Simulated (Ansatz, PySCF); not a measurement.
Reaction: HOCl (SMILES ClO) → HOCl+ (parent SMILES ClO, doublet) + e-
Each species at its own B3LYP-D3(BJ)/def2-TZVP minimum (Ansatz, a first-principles code).

Wanted: adiabatic ionisation energy (0 K, zero-point energies from PySCF's Hessians at B3LYP-D3(BJ)/def2-TZVP), in eV. UHF or UKS for unpaired electrons; spin-orbit terms are left out. CBS(X,Y): correlation extrapolated as X^-3, Hartree-Fock from the larger set (Q,5: extrapolated as (X+1)exp(-9√X)). A bracket is a step between two methods taken in the basis named. Functionals run without relativity, which enters their misses. Double hybrids freeze cores in their MP2 part. 'core' is core correlation in cc-pwCVTZ (1s frozen past Ne), 'X2C' scalar relativity in cc-pVTZ-DK, both at CCSD(T).

Measured: 11.12 eV (CCCBDB table in ASE).

Task: What does PBE/def2-TZVPD (Ansatz) give here, and how do the other levels compare?

Result: PBE gives 10.75 eV, 0.37 eV below it. Errors of the others: r2SCAN/def2-TZVPD (Ansatz) -0.29; PBE0/def2-TZVPD (Ansatz) -0.23; wB97M-V/def2-TZVPD (Ansatz) -0.15; B2PLYP/def2-TZVPD (Ansatz) -0.21; CCSD(T)/CBS(cc-pV(Q+d)Z,cc-pV(5+d)Z) + core + X2C (Ansatz) 0.02; CCSD(T)/CBS(cc-pV(Q+d)Z,cc-pV(5+d)Z) + [CCSDT(Q) - CCSD(T)]/cc-pV(T+d)Z + core + X2C (Ansatz) 0.00 eV. Nearer than PBE: r2SCAN/def2-TZVPD, PBE0/def2-TZVPD, wB97M-V/def2-TZVPD, B2PLYP/def2-TZVPD, CCSD(T)/CBS(cc-pV(Q+d)Z,cc-pV(5+d)Z) + core + X2C, CCSD(T)/CBS(cc-pV(Q+d)Z,cc-pV(5+d)Z) + [CCSDT(Q) - CCSD(T)]/cc-pV(T+d)Z + core + X2C.
